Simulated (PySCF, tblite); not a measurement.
# C₃H₅S radical: geometry, infrared bands and EPR parameters

What infrared bands and EPR parameters should C₃H₅S radical (`[CH2]C(C)=S`) show?

Programs: tblite 0.8.0 and PySCF 2.14.0, with density-fitted response routines of our own. Each step states its level of theory. These are calculated values for one molecule in the gas phase, unless marked as measured. Atoms are numbered from 0 throughout.

## Step 1: The starting structure

9 atoms, charge 0, multiplicity 2; geometry from: force field or distance geometry start.

Bonds of the start (Å): C0–C1 1.49, C1–C2 1.51, C1–S3 1.68, C0–H4 1.09, C0–H5 1.07, C2–H6 1.11, C2–H7 1.09, C2–H8 1.09.

## Step 2: Relaxing the molecule with GFN2-xTB

The job: settings as JSON, then the geometry in Å.

```
{"job": {"kind": "relax", "xc": "GFN2-xTB", "basis": "xTB"}, "charge": 0, "multiplicity": 2}
C      1.436700     0.214300    -0.019100
C      0.082200    -0.081400    -0.565400
C     -1.063700    -0.095000     0.415900
S     -0.184800    -0.411000    -2.188200
H      1.552100     0.423500     1.042900
H      2.279100     0.229900    -0.683800
H     -1.813000     0.661300     0.111900
H     -1.539500    -1.074100     0.431000
H     -0.735500     0.138600     1.429500
```

Started as:

```bash
$ OMP_NUM_THREADS=1 python probes_run.py task.json out
```

This one command runs all jobs of the session in turn.

**Question.** This job is followed by: GFN2-xTB harmonic vibrations, gas phase; UKS B3LYP, pcH-1 on C H S, non-relativistic, mean-field spin-orbit, GIAO. What will the session give for the following? strongest single infrared mode (GFN2-xTB); zero-point energy (GFN2-xTB); g(iso) (B3LYP); ⟨S²⟩; largest a(iso) (averaged by class); potential on the surface of density 0.002 e/bohr³, 1st and 99th percentile; property runs in this session.

As calculated:

| quantity | value |
| --- | --- |
| strongest single infrared mode (GFN2-xTB) | 850 cm⁻¹, 30 km/mol |
| zero-point energy (GFN2-xTB) | 43.0 kcal/mol |
| g(iso) (B3LYP) | 2.07145 |
| ⟨S²⟩ | 0.769 (exact 0.75) |
| largest a(iso) (averaged by class) | 13C on C0, 33.8 MHz |
| potential on the surface of density 0.002 e/bohr³, 1st and 99th percentile | -1.02 V and 1.16 V |
| property runs in this session | 1, of which 0 failed and 1 gave unsound results |

Relaxing lowered the energy by 0.448 eV in 20 steps; the close pair that moved most is C0–C1, from 1.490 to 1.341 Å. All 21 modes are real, so the xTB geometry is a minimum. The strongest single mode, at 850 cm⁻¹, is spread over several atoms, H5, H4, C0 among them. GFN2-xTB is a fitted tight-binding method: band positions and strengths are rough. Its intensities can rank the bands wrongly. S3 carries the largest spin population, 0.76 e. The isotropic g lies 69.1 ppt above the free-electron value. These values are not to be trusted: the run shows nearly degenerate orbitals, where second-order g theory doesn't apply. The conformer search found further structures of the same energy, which may be mirror or relabelled copies of this one.
